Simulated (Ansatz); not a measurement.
# [H···H···GeH₃], doublet in cc-pVDZ: errors against RCCSDTQ

Geometry: a point of a hydrogen-transfer path between rigid fragments, not a stationary point.

```csv
atom,x (Å),y (Å),z (Å)
H,-2.8225,0.0000,0.0000
H,-2.0775,0.0000,0.0000
Ge,0.0465,0.0000,0.0000
H,0.5152,-1.4659,0.0000
H,0.5152,0.7330,-1.2695
H,0.5152,0.7330,1.2695
```

Basis cc-pVDZ; Ansatz 0.2.0. Correlated methods freeze the noble-gas cores and the filled d shells of p-block atoms, which leaves 9 electrons in 38 orbitals. R marks a restricted (for open shells ROHF) determinant, U an unrestricted one. Active spaces: pair = (3e, 3o) about the gap; valence = (9e, 9o) chosen from the atoms' valence shells. No spin–orbit coupling is included, and no scalar relativity.

Full CI isn't at hand for all of this; RCCSDTQ serves as the reference, and is uncertain by about the last step of the cluster series. The frozen core follows each run's orbitals, which can shift R against U totals by a few meV for light atoms and by up to 0.1 eV past Ca.

For open shells CISD is restricted-active-space CI with the open shells as a complete middle space.

- UHF ⟨S²⟩: 0.759
- T1 diagnostic (RCCSD): 0.0159
- largest doubles amplitude (RCCSD): 0.035

```csv
level,E − E(RCCSDTQ) (kJ/mol),share of correlation (%),wall time
RHF,423.2,0.00,–
RMP2,97.5,76.97,–
CISD,31.2,92.62,1.1 s
RCCSD,8.5,98.00,–
RCCSD(T),1.9,99.56,2.6 s
BCCD(T),1.9,99.56,1.5 s
RCCSDT,0.2,99.96,–
RCCSDT(Q),0.0,99.99,14 s
CASSCF (pair space),375.8,11.20,–
NEVPT2 (pair space),93.4,77.93,1.8 s
CASSCF (valence space),254.9,39.78,–
NEVPT2 (valence space),77.2,81.75,3.1 s
MRCISD (valence space),12.3,97.10,–
MRCISD+Q (valence space),0.7,99.82,4.7 s
```

The correlation energy at RCCSDTQ, counted from RHF, is -4.386 eV. That run took 60 s on 2 threads of AMD EPYC 7R13 with a shared H100 80 GB, shared host.

Run but not shown, since their state or frozen core can't be matched to the reference's or they repeat it: UHF, UMP2, UCCSD, UCCSD(T), UCCSDT, UCCSDT(Q).

Times hold each run's SCF and search for its determinant on a shared host, so for small cases they say little of a method's own cost; they ran on 1 thread of AMD EPYC 7R13.

Natural occupations of CASSCF (valence space) about the gap: 1.985 1.977 1.971 1.971 1.002 0.031 0.022 0.021 0.021; effectively unpaired electrons, Σ n²(2−n)², 1.02.
